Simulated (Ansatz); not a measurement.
Relaxation of AlClFH2 (5 atoms, charge 0, multiplicity 2), to a largest force component of 0.03 eV/Å in at most 50 steps.

All numbers below come from Ansatz, UKS PBE0-D4/6-31G*.

```xyz
5
Properties=species:S:1:pos:R:3:forces:R:3
Al 0.000 0.000 -0.339 0.00 0.00 0.30
Cl 0.000 0.000 3.082 0.00 0.00 -3.08
H 1.406 0.000 -1.108 -0.03 0.00 -0.01
H -1.406 0.000 -1.108 0.03 0.00 -0.01
F 0.000 0.000 4.674 0.00 0.00 2.79
```

Q: Where does it end, and by what steps?

A: It converged. After 8 steps the energy has fallen by 2.490 eV; Cl2 moved furthest, 1.01 Å. Parted: Cl2–F5 (1.59 → 2.57 Å). Joined: Al1–Cl2 (3.42 → 2.11 Å).

```csv
step,energy less start (eV),largest force component (eV/Å),accepted
0,0.0000,3.079,yes
1,-0.2094,2.941,yes
2,-0.5033,3.712,yes
3,-0.9888,5.023,yes
4,-1.4773,4.778,yes
5,-2.2868,1.100,yes
6,-2.4506,0.319,yes
7,-2.4888,0.043,yes
8,-2.4904,0.008,yes
```

```xyz
5
Properties=species:S:1:pos:R:3
Al 0.000 0.000 -0.036
Cl 0.000 0.000 2.075
H 1.414 0.000 -0.744
H -1.414 0.000 -0.744
F 0.000 0.000 4.648
```

Run time: 11 s on 2 threads of Intel(R) Xeon(R) 6975P-C (Granite Rapids), on a shared host, peak memory 0.17 GiB.
